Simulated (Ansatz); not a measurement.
**S2F2 (Difluorodisulfane) at CCSD/STO-3G**

Aim: the energy change on altering one bond length of S2F2 (Difluorodisulfane) at CCSD/STO-3G, from 2 runs. 

Program for the calculation: Ansatz 0.2.0.

40 further runs of the same task are left out: 7 that didn't finish, 33 set aside as unsound or not needed.

### Step 1. The system as given

The species is S2F2 (4 atoms), meant as a singlet with charge 0. As SMILES, `FSSF`. Geometry: relaxed at PBE0-D4/def2-TZVP.

Bond lengths: F1–S2 1.631 Å, S2–S3 1.890 Å, S3–F4 1.631 Å. Angles: F1–S2–S3 108.6°, S2–S3–F4 108.6°.

### Step 2. A single-point energy at CCSD/STO-3G

Contents of in.yaml:

```yaml
crystal:
  periodic: [false, false, false]
  atoms:
    - {symbol: F, position_ang: [-1.783750, -0.199930, -0.621590]}
    - {symbol: S, position_ang: [-0.467670, 0.764150, -0.632370]}
    - {symbol: S, position_ang: [1.044990, -0.276390, -0.184720]}
    - {symbol: F, position_ang: [1.206410, -0.287820, 1.438680]}
basis:
  gaussian: {orbitals: STO-3G}
scf: {omitted_lower_state_checks: [cluster_reference, increment]}
correlation: {method: ccsd, frozen_orbitals: {F: 1, S: 5}}
accuracy: high
```

Started as:

```bash
$ ansatz run in.yaml --threads 1 --pin off --max-ram 3480MiB --events-out events.jsonl --progress --plain --runs-dir runs
```

What it wrote (excerpt; [...] marks lines left out):

```text
Warning: RAYON_NUM_THREADS=1 ignored (pool sized by the plan → 1); use --threads N
Functional definition: HF
  name "HF"
[...]
522 factors; integrals over basis functions are off by at most 2.6e-8 eV
[...]
mean field -26730.61290192 eV, -982.3319054854 hartree, gradient 6.4e-9 eV, S^2 0.000000; 0 other end points of the search recorded, 0 dependent functions left out
12 core orbitals not correlated: weight in the atoms' cores, before any rotation towards them, 1.000 or more for the frozen orbitals, at most 0.000 for the correlated occupied ones
reference -26730.61290192 eV, -982.3319054854 hartree; 13, 13 occupied and 3, 3 virtual orbitals, 522 factors
second order -2.09675368 eV of doubles, -0.00000000 eV of singles
cycle   1  -2.58870565 eV  change   -4.9e-1 eV  update   7.3e-2
[...]
cycle  23  -2.90829861 eV  change  -5.1e-10 eV  update   2.3e-9
Total energy: -26733.52120054 eV, -982.4387834882 hartree
Checks for a lower state left out: cluster_reference, increment
```

Wall time 0.32 s (1 thread of Arm Neoverse V2, shared host).

### Step 3. The distorted shape, same level

Contents of job.yaml:

```yaml
basis:
  gaussian:
    orbitals: STO-3G
crystal:
  periodic: [false, false, false]
  atoms:
    - {symbol: F, position_ang: [-2.161899, 0.060194, -0.733498]}
    - {symbol: S, position_ang: [-0.845819, 1.024274, -0.744278]}
    - {symbol: S, position_ang: [1.044990, -0.276390, -0.184720]}
    - {symbol: F, position_ang: [1.206410, -0.287820, 1.438680]}
correlation:
  method: ccsd
  frozen_orbitals: {F: 1, S: 5}
scf:
  omitted_lower_state_checks: [cluster_reference, increment]
accuracy: high
```

Started as:

```bash
$ ansatz run job.yaml --threads 1 --pin off --max-ram 3480MiB --events-out events.jsonl --progress --plain --runs-dir runs
```

What it wrote (excerpt; [...] marks lines left out):

```text
Warning: RAYON_NUM_THREADS=1 ignored (pool sized by the plan → 1); use --threads N
[... 2 set-up lines as earlier in the session ...]
[...]
505 factors; integrals over basis functions are off by at most 3.1e-8 eV
[...]
mean field -26730.16264067 eV, -982.3153586897 hartree, gradient 8.2e-9 eV, S^2 0.000000; 0 other end points of the search recorded, 0 dependent functions left out; unrestricted orbitals would lower it
12 core orbitals not correlated: weight in the atoms' cores, before any rotation towards them, 1.000 or more for the frozen orbitals, at most 0.000 for the correlated occupied ones
reference -26730.16264067 eV, -982.3153586897 hartree; 13, 13 occupied and 3, 3 virtual orbitals, 505 factors
second order -2.50871098 eV of doubles, -0.00000000 eV of singles
cycle   1  -3.10653900 eV  change   -6.0e-1 eV  update   9.7e-2
[...]
cycle  26  -3.54713771 eV  change    2.3e-9 eV  update   3.1e-9
Total energy: -26733.70977838 eV, -982.4457135961 hartree
Checks for a lower state left out: cluster_reference, increment
```

It took 0.32 s on 1 thread of Arm Neoverse V2, shared host.

### Step 4. Results

At CCSD/STO-3G, 12 core orbitals frozen:

| quantity | value |
| --- | --- |
| first shape: total energy | -982.43878 Eh |
| first shape: correlation energy (12 core orbitals frozen) | -106.9 mEh |
| first shape: T1 diagnostic | 0.011 |
| distorted shape: total energy | -982.44571 Eh |
| distorted shape: correlation energy (12 core orbitals frozen) | -130.4 mEh |
| distorted shape: T1 diagnostic | 0.013 |
| energy change with the S2–S3 bond stretched from 1.890 to 2.362 Å | -0.189 eV |

In words: With the S2–S3 bond stretched from 1.890 to 2.362 Å the energy falls by 0.19 eV (18.2 kJ/mol). The first shape isn't relaxed at this level, so the change isn't measured from a minimum. The minimal basis adds a large error of its own. The restricted solution (distorted shape) is unstable to spin breaking: an unrestricted one lies lower.
